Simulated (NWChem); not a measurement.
System: dichloromethane (CH₂Cl₂); SMILES C(Cl)Cl

Results from NWChem. All runs use the structure optimised with PBE-D3(BJ)/def2-SVP. Total energies compare along this basis series because the functional is fixed.

| level | basis functions | energy (Ha) | highest occupied level (eV) | orbital gap (eV) | dipole (D) |
|---|---|---|---|---|---|
| PBE0/pcseg-1 | 60 | -959.3036 | -8.86 | 8.45 | 1.83 |
| PBE0/aug-pcseg-1 | 95 | -959.3097 | -8.81 | ? | 1.68 |
| PBE0/pcseg-2 | 126 | -959.4109 | -8.75 | 8.36 | 1.76 |
| PBE0/STO-3G | 25 | -948.8946 | -7.20 | 10.00 | 2.06 |
| PBE0/def2-SVP | 60 | -959.0291 | -8.48 | 8.85 | 1.71 |

**Question.** Fill in the missing entries.

**Answer.** 
- PBE0/aug-pcseg-1, orbital gap (eV): 8.18
